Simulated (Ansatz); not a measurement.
# MgF (doublet): the correlation ladder at distance F1–Mg2 = 2.479 Å, 6-31G

How much of the correlation energy of MgF (doublet) does each wave-function method recover here?

Program: Ansatz 0.2.0, Gaussian basis. Level of theory: 6-31G, core rule «outside noble gas», up to 6 orbitals frozen. These are calculated values, not measurements.

Plan: UHF; CCSD(T) on ROHF; CCSD(T) on UHF; BCCD(T) on ROHF; CISD as a restricted active space (open shells left free, so some higher excitations enter); CCSDT(Q) on ROHF; CCSDT(Q) on UHF; CISDTQ; CCSDTQ on ROHF; CCSDTQ on UHF; CASSCF and MRCISD+Q, 3 electrons in 3 orbitals; CASSCF and NEVPT2, 3 electrons in 3 orbitals; Full CI.

28 further runs of the same task are left out: 14 for a known fault of the program, 9 that didn't finish, 5 set aside as unsound or not needed. Runs told in other sessions of the task aren't counted.

## Step 1: The geometry

The geometry derives from a PBE0/def2-TZVP stationary point (not a proven minimum). One bond is set to the value named and the two fragments are kept rigid.

2 atoms, charge 0, spin multiplicity 2.

Atoms are counted from 1 here; the program's logs count them from 0.

No contacts short enough for the rule that draws bonds.

## Step 2: UHF

Input file in.yaml:

```yaml
crystal:
  periodic: [false, false, false]
  atoms:
    - {symbol: F, position_ang: [0.000000, 0.000000, 0.000000]}
    - {symbol: Mg, position_ang: [0.000000, 0.000000, 2.479000]}
basis:
  gaussian: {orbitals: 6-31G}
magnetization: {spin_polarized: true, initial_magnetization: 1}
hamiltonian: {xc: hf}
output: {orbitals: {seedname: orbitals}}
```

Launch:

```console
$ ansatz run in.yaml --threads 1 --pin off --events-out ev --progress --plain --max-ram 2393MiB
```

Further steps of the session: CCSD(T) on ROHF; CCSD(T) on UHF; BCCD(T) on ROHF; CISD as a restricted active space (open shells left free, so some higher excitations enter); CCSDT(Q) on ROHF; CCSDT(Q) on UHF; CISDTQ; CCSDTQ on ROHF; CCSDTQ on UHF; CASSCF and MRCISD+Q, 3 electrons in 3 orbitals; CASSCF and NEVPT2, 3 electrons in 3 orbitals; Full CI.

**Question.** What will the summary of the whole plan be? Wanted: FCI from the RHF energy; RMP2 from FCI; UMP2 from FCI; RCCSD from FCI; RCCSD(T) from FCI; UCCSD(T) from FCI; RCCSDT(Q) from FCI; UCCSDT(Q) from FCI; NEVPT2 pair from FCI.

As calculated:

```
                         quantity                                                                                                     value
          FCI from the ROHF energy                                                                                                -3.9959 eV
                    RMP2 from FCI                                                                                            +3.08 kcal/mol
                    UMP2 from FCI                                                                                            +2.80 kcal/mol
                   RCCSD from FCI                                                                                            +2.61 kcal/mol
                RCCSD(T) from FCI                                                                                            +0.55 kcal/mol
                UCCSD(T) from FCI                                                                                            +0.54 kcal/mol
               RCCSDT(Q) from FCI                                                                                            -0.01 kcal/mol
               UCCSDT(Q) from FCI                                                                                            -0.28 kcal/mol
             NEVPT2 pair from FCI                                                                                            -0.17 kcal/mol
           MRCISD+Q pair from FCI                                                                                            +1.54 kcal/mol
levels within 1 kcal/mol (43 meV)  RCCSD(T), UCCSD(T), BCCD(T), RCCSDT, UCCSDT, CISDTQ, RCCSDT(Q), UCCSDT(Q), RCCSDTQ, UCCSDTQ, NEVPT2 pair
                    T1 diagnostic                                                                                                     0.045
   effectively unpaired electrons                                                                                                      1.03
```

**Reading.** RCCSD(T) misses by +0.55 kcal/mol, 0.6 % of the correlation energy. UCCSDT(Q), NEVPT2 pair fall below full CI: unrestricted runs freeze a spin-polarised core, another one than full CI's, and coupled cluster isn't variational. The occupations are near whole numbers, but T1 = 0.045 shows that the orbitals relax strongly. Of the multireference levels listed NEVPT2 pair comes nearest in total energy (-0.17 kcal/mol), which doesn't show that its space is the better one. These misses are within one basis, not against nature; the frozen cores of restricted and unrestricted runs differ, which can shift their rows.

Levels on UHF freeze UHF's core orbitals, full CI those of ROHF, so the U rows can settle a little off it for that reason alone.

With open shells the CI space here admits some higher excitations, so it is larger than plain CISD.
